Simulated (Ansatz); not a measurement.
Ansatz (a first-principles code) input:

Ansatz 0.2 input:
```yaml
crystal:
  periodic: [false, false, false]
  atoms:
    - {symbol: C, position_ang: [0.04909858, 1.10763595, 0.28954788]}
    - {symbol: C, position_ang: [0.03506176, -1.10688107, 0.29443337]}
    - {symbol: C, position_ang: [0.83295606, -0.00625608, -0.44256257]}
    - {symbol: C, position_ang: [-0.69559174, 0.00362713, -0.35442763]}
    - {symbol: H, position_ang: [0.01183467, 1.17045808, 1.39196549]}
    - {symbol: H, position_ang: [0.06324781, 2.09009786, -0.18549049]}
    - {symbol: H, position_ang: [-0.00296470, -1.16436125, 1.39711638]}
    - {symbol: H, position_ang: [0.03674236, -2.09152973, -0.17626532]}
    - {symbol: H, position_ang: [-1.43800807, 0.00657945, -1.14927239]}
basis:
  gaussian:
    orbitals: def2-TZVP
hamiltonian:
  xc: b3lyp
  dispersion: d3bj
total_charge: -1
phonons: {temperatures: {t_min: 298.15, t_max: 298.15, t_step: 100}}
```

Q: Which total energy does the run end on?

A: -155.36481 Eh (B3LYP-D3(BJ)/def2-TZVP). The basis has 154 functions. The run takes around 100 core-seconds (rough).

It need not be the lowest isomer of its formula. Whether it binds its extra electron was not tested at this geometry.
